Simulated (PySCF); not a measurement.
ethylene (C₂H₄), SMILES C=C.

The structure is a stationary point at B3LYP-D3(BJ)/def2-TZVP.

Level of theory: SMD-M06-2X/6-31G* (PySCF).

Solvation free energies are E(SMD) − E(gas) at the gas-phase geometry, for 1 M in both phases. In vacuum the dipole moment is 0.00 D.

Task: Rank water, ethylethanoate, 2-propanol by solvation free energy, most negative first.

Result: ethylethanoate (-0.9 kcal/mol), 2-propanol (-0.7 kcal/mol), water (1.3 kcal/mol)
